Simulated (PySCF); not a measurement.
Gas-phase reaction: 4 CH3SiH2 + 2 C4H10 (n-butane) ⇌ 4 (CH3)2SiH2 + C4H8 (trans-2-butene)

Method: PySCF energies plus ideal-gas RRHO corrections (1 bar). † marks an energy on the PBE0/def2-TZVP geometry and frequencies; other levels use their own. CCSD(T) freezes the core. 6-31G* has spherical d functions here. Open shells (unrestricted): CH3SiH2 (multiplicity 2); the rest are closed-shell singlets. B3LYP is the form with VWN-RPA correlation. CH3SiH2: computed as isolated molecules; such fragments, hydroxides, amides, oligomers or adducts are transient or little studied in the gas. CCSD(T) isn't extrapolated to the basis-set limit.

ωB97X-V/def2-TZVP† gives ΔH°(298 K) = -679 kJ.

Question: What do PBE/def2-SVP, CCSD(T)/def2-SVP†, B3LYP/6-31G* give?

Answer: PBE/def2-SVP: -594 kJ; CCSD(T)/def2-SVP†: -591 kJ; B3LYP/6-31G*: -600 kJ. For scale, ΔH°(298 K) is -679 kJ at this level, -698 kJ at ωB97M-V/def2-TZVP†, and runs from -698 to -490 kJ over the 18 levels computed.
